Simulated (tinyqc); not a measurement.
Inside a calculation. Method: Pariser-Parr-Pople SCF with singles CI, for the molecule C=C(N)F (SMILES; centres numbered as the heavy atoms are written). One step of it, computed by the program tinyqc.

Task: Iteration 2: Fock matrix. F_rr = H_rr + P_rr gamma_rr / 2 + sum_(s != r) P_ss gamma_rs; F_rs = H_rs - P_rs gamma_rs / 2; E = tr P (H + F) / 2 + core repulsion sum_(r<s) z_r z_s gamma_rs.

P after iteration 1, lower triangle:
```
           1C        2C         3N        4F
1C   1.218122
2C   0.868598  1.035064
3N  -0.392557  0.436096   1.802909
4F  -0.209426  0.232654  -0.105147  1.943905
```

core matrix H (eV), lower triangle:
```
            1C          2C          3N          4F
1C  -33.542304
2C   -2.390000  -40.956098
3N    0.000000   -2.240000  -44.752059
4F    0.000000   -2.100000    0.000000  -58.711813
```

repulsion gamma_rs (eV), lower triangle:
```
           1C         2C         3N         4F
1C  11.130000
2C   5.346287  11.130000
3N   4.167620   5.923960  16.800000
4F   4.350388   6.300946   4.530240  21.400000
```

Centres (angstrom, eV; a flat drawing with bonds scaled to 1.40 angstrom):
```
centre          x          y  core charge z          W   gamma_rr
1C      -1.212000  -0.700000              1  11.160000  11.130000
2C       0.000000   0.000000              1  11.160000  11.130000
3N       1.212000  -0.700000              2  25.600000  16.800000
4F       0.000000   1.400000              2  39.000000  21.400000
```

Give: F; pi energy.

Result:

F (eV), lower triangle:
```
        1C      2C      3N       4F
1C  -5.259
2C  -4.712  -5.755
3N   0.818  -3.532  -9.593
4F   0.456  -2.833   0.238  -17.923
```

pi energy = -116.604 eV
